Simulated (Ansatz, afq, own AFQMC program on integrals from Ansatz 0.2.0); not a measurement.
BHO, singlet in cc-pVDZ, levels against CCSDT(Q)

```xyz
3

B     0.0000    0.0000    1.1655
O     0.0000    0.0000   -0.1066
H     0.0000    0.0000   -1.0588
```

Connectivity, by distances: B–OH.

Basis cc-pVDZ. Only valence electrons are correlated. Ansatz 0.2.0 and our own AFQMC program on the same integrals; the CISD trial comes from CCSD amplitudes, and released means the phaseless constraint is let go. Free projection: walkers drawn from exp(T), propagated without any constraint. Its projection time is finite, and what remains of the start isn't in its error. Uncertainties: one standard error, sampling alone.

Determinant: RHF, the one that the program's search chose, which needn't be the lowest solution. The geometry is a point of a scan.

No full CI on the walks' own integrals is used here; CCSDT(Q) serves as the reference and is uncertain by about the last step of the cluster series.

* T1 diagnostic: 0.0173
* weight of the determinant in the CISD state: 0.896
* size of the correlated space: 10 electrons in 31 orbitals

Reference: CCSDT(Q), correlation energy -7.539 eV. The released energy is read at 2.40 1/Eh (meV from the phaseless value at times in 1/Eh: -10 ± 10 at 0.24, 0 ± 9 at 0.51, -5 ± 10 at 0.99, -13 ± 12 at 1.62, -14 ± 13 at 2.40).

| level | E − E(reference) (meV) | share of correlation (%) |
| --- | --- | --- |
| HF | 7538.6 | 0.00 |
| MP2 | 729.3 | 90.33 |
| CCSD | 232.0 | 96.92 |
| CCSD(T) | 34.0 | 99.55 |
| CCSDT | 20.5 | 99.73 |
| ph-AFQMC/HF | -38.2 ± 36.7 | 100.51 |
| ph-AFQMC/CISD | 12.8 ± 10.7 | 99.83 |
| released AFQMC | -1.2 ± 12.6 | 100.02 |
| free AFQMC | -5.2 ± 12.7 | 100.07 |

Free projections are given only where their last times agree within the noise and don't stop above the reference; a slow remainder of the start can still hide under it. A walk keeps the symmetry of its determinant, which the program's search chose and which needn't be the lowest solution, so a lower state of the same spin and another symmetry isn't excluded. Released energies are given only where the last usable release times agree within the noise; a slower fall can still hide under it.
